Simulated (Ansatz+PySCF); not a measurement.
doublet OH: levels of theory in one basis

```xyz
2

O     0.0000    0.0000   -0.0998
H     0.0000    0.0000    0.7985
```

Basis set: def2-SVP (spherical functions). Correlated methods keep 1 orbital frozen. Correlation on ROHF uses semicanonical orbitals with singles. Charge 0, multiplicity 2.

Computed with Ansatz (development build ahead of 0.2.0); each method stands on the lowest determinant of its kind that the runs found. NEVPT2 correlates all electrons. Active spaces start from the frontier orbitals, and the lowest solution found is given.

```
      method  E − E(ROHF) (eV)  <S²> of the determinant
        ROHF              0.00                     0.75
         UHF             -0.10                     0.75
    ROHF-MP2             -4.08                        –
     UHF-MP2             -4.08                     0.75
   ROHF-CCSD             -4.47                        –
ROHF-CCSD(T)             -4.52                        –
 UHF-CCSD(T)             -4.52                     0.75
 CASSCF(7,5)             -0.59                        –
```

Problem. What does SC-NEVPT2(7,5) give on the same scale?

Solution. -3.97 eV. NEVPT2 here correlates all electrons, so it doesn't share the others' frozen core.

Problem. Is a single determinant a sound starting point here?

Solution. By this sign, yes. Unrestricted orbitals gain 0.10 eV and <S²> is 0.75 against 0.75 for a pure state. The CASSCF(7,5) natural occupations are 2.00, 2.00, 1.98, 1.00, 0.02.
